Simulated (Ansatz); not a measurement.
# C₂H₄OS: small, medium and large basis sets

How large a basis does C₂H₄OS need? Two functionals are run in growing sets.

The runs use Ansatz 0.2.0, Gaussian basis; one geometry, several basis sets.

Plan: PBE0-D4/def2-SVP; ωB97M-V/def2-SVP; PBE0-D4/def2-QZVPP; ωB97M-V/def2-QZVPP; the functionals' def2-TZVPP values are taken from earlier runs.

## Step 1: Structure used throughout

An earlier PBE0-D4 in a triple-zeta def2 set relaxation fixed the geometry.

SMILES `O=CCS`, 8 atoms, charge 0, spin multiplicity 1.

Atoms are counted from 1 here; the program's logs count them from 0.

Bond lengths: O1–C2 1.198 Å, C2–C3 1.501 Å, C2–H5 1.110 Å, C3–S4 1.800 Å, C3–H6 1.096 Å, C3–H7 1.096 Å, S4–H8 1.347 Å. Angles: O1–C2–C3 125.6°, O1–C2–H5 120.8°, C3–C2–H5 113.6°, C2–C3–S4 114.6°, C2–C3–H6 106.9°, C2–C3–H7 107.1°, S4–C3–H6 110.8°, S4–C3–H7 110.7°, H6–C3–H7 106.2°, C3–S4–H8 93.7°.

## Step 2: PBE0-D4 in def2-SVP

File in.yaml:

```yaml
crystal:
  periodic: [false, false, false]
  atoms:
    - {symbol: O, position_ang: [-1.432153, 0.260819, -0.927338]}
    - {symbol: C, position_ang: [-0.380359, 0.698219, -0.556700]}
    - {symbol: C, position_ang: [0.603332, -0.018304, 0.322521]}
    - {symbol: S, position_ang: [0.087270, -1.662722, 0.840955]}
    - {symbol: H, position_ang: [-0.049533, 1.713521, -0.858012]}
    - {symbol: H, position_ang: [1.550270, -0.062603, -0.227777]}
    - {symbol: H, position_ang: [0.785601, 0.623025, 1.192152]}
    - {symbol: H, position_ang: [-1.072228, -1.609056, 0.158298]}
basis:
  gaussian: {orbitals: def2-SVP}
hamiltonian: {xc: pbe0, dispersion: d4}
output: {orbitals: {seedname: orbitals}}
```

On the command line:

```sh
$ ansatz run in.yaml --threads 2 --pin off --events-out ev --progress --plain --max-ram 4352MiB
```

The runs that follow: ωB97M-V in def2-SVP; PBE0-D4 in def2-QZVPP; ωB97M-V in def2-QZVPP.

Before running them: what should the planned runs give, taken together? Wanted: PBE0-D4: double and triple zeta above quadruple; ωB97M-V: double and triple zeta above quadruple.

**Answer**, as computed:

```
                                       quantity          value
PBE0-D4: double and triple zeta above quadruple  9.15, 0.56 eV
ωB97M-V: double and triple zeta above quadruple  9.29, 0.54 eV
```

In words: PBE0-D4 gains 8.59 eV from double to triple zeta, then 0.56 eV more. Total energies overstate the basis error of differences, where much of it tends to cancel.
